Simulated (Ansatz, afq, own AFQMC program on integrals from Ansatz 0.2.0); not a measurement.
# Au, doublet in def2-TZVPP, levels against CCSDT(Q)

A free Au atom.

Basis def2-TZVPP with its core potentials. Noble-gas cores (and the filled d shells of Ga–Kr and In–Xe) are frozen. Integrals, coupled cluster, full CI and functionals: Ansatz 0.2.0; the random walks run on the same integrals in our own AFQMC program. The CISD trial takes its coefficients from CCSD amplitudes. Released means that phaseless walkers are propagated on without the constraint, phases kept. Error bars are statistical, one sigma. No spin–orbit coupling. The metal's outer-core s and p shells are frozen, which shifts wave-function levels against functionals.

Determinant: UHF, the one that the program's search chose, which needn't be the lowest solution.

No full CI on the walks' own integrals is used here; CCSDT(Q) serves as the reference and is uncertain by about the last step of the cluster series.

Cautions: no spin-orbit coupling; outer-core shells of the metal frozen.

```
T1 diagnostic                               : 0.0133
weight of the determinant in the CISD state : 0.918
⟨S²⟩ of the determinant                     : 0.753
size of the correlated space                : 11 electrons in 52 orbitals
```

| level | correlation energy (eV) |
| --- | --- |
| MP2 | -10.0325 |
| CCSD | -9.2502 |
| CCSD(T) | -9.6049 |

Estimate where phaseless AFQMC with a CISD trial lies against CCSD(T) on the same integrals.

2.9 ± 0.3 kJ/mol above CCSD(T).

Reference: CCSDT(Q), correlation energy -9.584 eV. The released energy is read at 1.00 1/Eh, later times being too noisy (meV from the phaseless value at times in 1/Eh: -5 ± 3 at 0.24, -7 ± 4 at 0.50, -7 ± 4 at 1.00, -35 ± 24 at 1.50).

```csv
level,E − E(reference) (kJ/mol),share of correlation (%)
CCSD(T),-2.0,100.22
CCSDT,0.4,99.96
ph-AFQMC/HF,-0.8 ± 2.5,100.09
ph-AFQMC/CISD,0.9 ± 0.3,99.91
released AFQMC,0.2 ± 0.4,99.98
```

A walk keeps the symmetry of its determinant, which the program's search chose and which needn't be the lowest solution, so a lower state of the same spin and another symmetry isn't excluded. Released energies are given only where the last usable release times agree within the noise; a slower fall can still hide under it.
